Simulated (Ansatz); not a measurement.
# BH3 (borane): levels of theory compared

We compute a comparison of 6 runs (UHF/6-31G*, HSE06/6-31G*, UPBE0/6-31G*, revPBE/6-31G*, CCSDT/6-31G*, UCCSD(T)/6-31G*) of BH3 (borane). 

Program for the calculation: Ansatz 0.2.0.

54 further runs of the same task are left out: 54 set aside as unsound or not needed.

## Step 1: Starting point

BH3 has 4 atoms, charge 0, and is taken as a singlet. As SMILES, `B`. The H2–B1 distance was set to 2.387 Å, away from the relaxed value. At this shape a bond of the SMILES string is far longer than usual.

Bond lengths: B1–H3 1.193 Å, B1–H4 1.193 Å. Angles: H3–B1–H4 120.0°.

## Step 2: The energy at UHF/6-31G(d) (spherical functions) (run 1)

Contents of in.yaml:

```yaml
crystal:
  periodic: [false, false, false]
  atoms:
    - {symbol: B, position_ang: [-0.954418, -0.411907, -0.579010]}
    - {symbol: H, position_ang: [0.982200, 0.381700, 0.568800]}
    - {symbol: H, position_ang: [-1.244518, -1.568607, -0.530910]}
    - {symbol: H, position_ang: [-1.632718, 0.348093, -1.200810]}
basis:
  gaussian: {orbitals: 6-31G_st_-spherical.json}
magnetization: {spin_polarized: true}
hamiltonian: {xc: hf}
accuracy: high
```

The basis set 6-31G* is read from a file made from the Basis Set Exchange's data (not shown).

The run is started by

```console
$ ansatz run in.yaml --threads 1 --pin off --max-ram 2610MiB --events-out events.jsonl --progress --plain --runs-dir runs
```

Log:

```text
Warning: RAYON_NUM_THREADS=1 ignored (pool sized by the plan → 1); use --threads N
Functional definition: HF
  name "HF"
  exchange = exact_x
  correlation = 0
414 factors; integrals over basis functions are off by at most 2.8e-9 eV
mean field evaluation 1: about -712.5920 eV, gradient 9.2e0 eV
mean field evaluation 2: about -712.5904 eV, gradient 9.2e0 eV
mean field evaluation 4: about -713.5862 eV, gradient 8.8e-1 eV
mean field evaluation 8: about -713.5962 eV, gradient 1.2e-4 eV
mean field evaluation 16: about -714.5369 eV, gradient 8.4e-2 eV
mean field evaluation 32: about -714.5350 eV, gradient 5.0e-6 eV
mean field -714.53502035 eV, -26.2586776685 hartree, gradient 2.7e-8 eV, S^2 0.753608; 2 other end points of the search recorded, 0 dependent functions left out
reference -714.53502035 eV, -26.2586776685 hartree; 4, 4 occupied and 16, 16 virtual orbitals, 414 factors
Total energy: -714.53502035 eV, -26.2586776685 hartree
```

Wall time 0.14 s (1 thread of Arm Neoverse V1, shared host).

## Step 3: A single-point energy at HSE06/6-31G(d) (spherical functions) (run 2)

Contents of molecule.yaml:

```yaml
basis:
  gaussian: {orbitals: 6-31G_st_-spherical.json}
crystal:
  periodic: [false, false, false]
  atoms:
    - symbol: B
      position_ang: [-0.954418, -0.411907, -0.579010]
    - symbol: H
      position_ang: [0.982200, 0.381700, 0.568800]
    - symbol: H
      position_ang: [-1.244518, -1.568607, -0.530910]
    - symbol: H
      position_ang: [-1.632718, 0.348093, -1.200810]
hamiltonian: {xc: {name: HSE06}}
accuracy: high
```

The basis set 6-31G* is read from a file made from the Basis Set Exchange's data (not shown).

The run is started by

```console
$ ansatz run molecule.yaml --threads 1 --pin off --max-ram 2610MiB --events-out events.jsonl --progress --plain --runs-dir runs
```

Log:

```text
Warning: RAYON_NUM_THREADS=1 ignored (pool sized by the plan → 1); use --threads N
Functional definition: HSE06
  name "HSE06"
  parameter a = 0.25
  parameter omega = 0.11/bohr
  exchange = pbe_x - a*pbe_x_sr(omega) + a*exact_x_sr(omega)
  correlation = pbe_c
414 factors; integrals over basis functions are off by at most 2.8e-9 eV
62 factors; integrals over basis functions are off by at most 7.6e-10 eV
mean field evaluation 1: about -718.4311 eV, gradient 5.4e0 eV
mean field evaluation 2: about -718.5009 eV, gradient 2.7e0 eV
mean field evaluation 4: about -718.5509 eV, gradient 1.1e-1 eV
mean field evaluation 8: about -718.5460 eV, gradient 3.3e-3 eV
mean field -718.54602330 eV, -26.4060793084 hartree, gradient 6.8e-8 eV, S^2 0.000000; 0 other end points of the search recorded, 0 dependent functions left out
reference -718.54602540 eV, -26.4060793854 hartree; 4, 4 occupied and 16, 16 virtual orbitals, 414 factors
Total energy: -718.54602540 eV, -26.4060793854 hartree
```

It took 0.73 s on 1 thread of Arm Neoverse V1, shared host.

## Step 4: A single-point energy at UPBE0/6-31G(d) (spherical functions) (run 3)

Contents of run.yaml:

```yaml
crystal:
  periodic: [false, false, false]
  atoms:
    - symbol: B
      position_ang: [-0.954418, -0.411907, -0.579010]
    - symbol: H
      position_ang: [0.982200, 0.381700, 0.568800]
    - symbol: H
      position_ang: [-1.244518, -1.568607, -0.530910]
    - symbol: H
      position_ang: [-1.632718, 0.348093, -1.200810]
basis:
  gaussian: {orbitals: 6-31G_st_-spherical.json}
total_charge: 0
magnetization: {spin_polarized: true, initial_magnetization: 0}
hamiltonian: {xc: {name: PBE0}}
accuracy: high
```

The basis set 6-31G* is read from a file made from the Basis Set Exchange's data (not shown).

The run is started by

```console
$ ansatz run run.yaml --threads 1 --pin off --max-ram 2610MiB --events-out events.jsonl --progress --plain --runs-dir runs
```

Log:

```text
Warning: RAYON_NUM_THREADS=1 ignored (pool sized by the plan → 1); use --threads N
Functional definition: PBE0
  name "PBE0"
[... 1 set-up line as earlier in the session ...]
  parameter kappa = 0.804
  parameter beta = 0.06672455060314922
  exchange = (1 - a)*pbe_x(kappa = kappa, mu = beta*pi^2/3) + a*exact_x
  correlation = pbe_c(beta = beta)
414 factors; integrals over basis functions are off by at most 2.8e-9 eV
mean field evaluation 1: about -718.4826 eV, gradient 3.7e0 eV
mean field evaluation 2: about -718.4683 eV, gradient 3.4e0 eV
mean field evaluation 4: about -718.6138 eV, gradient 8.3e-2 eV
mean field evaluation 8: about -718.6088 eV, gradient 1.6e-3 eV
mean field evaluation 16: about -718.6651 eV, gradient 4.3e-1 eV
mean field evaluation 32: about -718.4942 eV, gradient 2.0e0 eV
mean field -718.69496901 eV, -26.4115529621 hartree, gradient 2.6e-8 eV, S^2 0.373040; 4 other end points of the search recorded, 0 dependent functions left out
reference -718.69497065 eV, -26.4115530225 hartree; 4, 4 occupied and 16, 16 virtual orbitals, 414 factors
Total energy: -718.69497065 eV, -26.4115530225 hartree
```

Run time: 1.6 s. Hardware: 1 thread of Arm Neoverse V1, shared host; peak memory 0.096 GiB.

Runs 4 to 5 aren't shown in full; the table further down has their settings and results.

## Step 5: The energy at UCCSD(T)/6-31G(d) (spherical functions) (run 6)

Contents of job.yaml:

```yaml
crystal:
  periodic: [false, false, false]
  atoms:
    - {symbol: B, position_ang: [-0.954418, -0.411907, -0.579010]}
    - {symbol: H, position_ang: [0.982200, 0.381700, 0.568800]}
    - {symbol: H, position_ang: [-1.244518, -1.568607, -0.530910]}
    - {symbol: H, position_ang: [-1.632718, 0.348093, -1.200810]}
basis:
  gaussian: {orbitals: 6-31G_st_-spherical.json}
correlation: {method: ccsd_t, frozen_orbitals: {B: 1, H: 0}}
magnetization: {spin_polarized: true}
scf: {omitted_lower_state_checks: [cluster_reference, increment]}
accuracy: high
```

The basis set 6-31G* is read from a file made from the Basis Set Exchange's data (not shown).

The run is started by

```console
$ ansatz run job.yaml --threads 1 --pin off --max-ram 2610MiB --events-out events.jsonl --progress --plain --runs-dir runs
```

Log:

```text
Warning: RAYON_NUM_THREADS=1 ignored (pool sized by the plan → 1); use --threads N
[... 13 lines left out ...]
1 core orbitals not correlated: weight in the atoms' cores, before any rotation towards them, 1.000 or more for the frozen orbitals, at most 0.000 for the correlated occupied ones
[... 35 lines left out ...]
Total energy: -717.10343609 eV, -26.3530652062 hartree
Checks for a lower state left out: cluster_reference, increment
```

Run time: 0.32 s. Hardware: 1 thread of Arm Neoverse V1, shared host.

## Step 6: The series

| run | level | frozen core orbitals | energy (Eh) | wall time |
| --- | --- | --- | --- | --- |
| 1 | UHF/6-31G* (spherical functions) | – | -26.258678 | 0.14 s |
| 2 | HSE06/6-31G* (spherical functions) | – | -26.406079 | 0.73 s |
| 3 | UPBE0/6-31G* (spherical functions) | – | -26.411553 | 1.6 s |
| 4 | revPBE/6-31G* (spherical functions) | – | -26.456060 | 0.6 s |
| 5 | CCSDT/6-31G* (spherical functions) | 1 | -26.355134 | 0.39 s |
| 6 | UCCSD(T)/6-31G* (spherical functions) | 1 | -26.353065 | 0.32 s |

## Step 7: Results

| quantity | value |
| --- | --- |
| run 6: total energy | -26.35307 Eh |
| run 6: correlation energy (1 core orbital frozen) | -94.4 mEh |
| run 6: (T) correction | -3.93 mEh |
| run 6: ⟨S²⟩ of the reference determinant | 0.754 |
| run 6: T1 diagnostic | 0.106 |

**Reading.** Below the UHF energy at the same shape and in the same basis (6-31G*): CCSDT -96.5 mEh; UCCSD(T) -94.4 mEh. Some of these start from another determinant than that one, so these aren't their correlation energies. Totals of different functionals can't be ranked against each other. In run 5 the log says that unrestricted orbitals would lower the reference, so the values rest on an unstable closed-shell determinant (other closed-shell runs at this shape may share the fault). Spin contamination of the reference: run 1 ⟨S²⟩ = 0.75, run 6 ⟨S²⟩ = 0.75, run 3 ⟨S²⟩ = 0.37. Where it is this large, the reference is a mixture of spin states, and values that rest on it are in doubt. All runs together took 3.8 s, the longest 1.6 s.
